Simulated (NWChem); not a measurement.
dichloromethane (CH2Cl2); SMILES ClCCl

Results from NWChem. Pople sets run with spherical d functions. The geometry was optimised at PBE-D3(BJ)/def2-SVP. LC-ωPBE (HJS hole) with 6-31G*; x = 1 − exp(−ω/0.25 bohr⁻¹) is a scale chosen for this fit.

```csv
row,x,−ε(HOMO) (eV)
ω = 0.20,0.551,9.97
ω = 0.35,0.753,11.28
ω = 0.50,0.865,12.08
ω = 0.60,0.909,withheld
ω = 0.80,0.959,12.82
```

**Question.** Fit a straight line of the last column on the one before it, predict the withheld value, and compare with the run.

**Answer.** 
1. Means of the 4 shown rows: x = 0.7820, y = 11.537. Slope Σ(x − x̄)(y − ȳ)/Σ(x − x̄)² = 0.6416/0.09242 = 6.942; intercept 6.109.
2. The shown rows scatter about the line by 0.046 (root mean square); the largest residual is -0.06, at ω = 0.35.
3. At x = 0.909 (ω = 0.60; inside the shown range) the line gives 12.42.
4. The run gives 12.42, 0.00 from the line, 0.0 times the scatter.
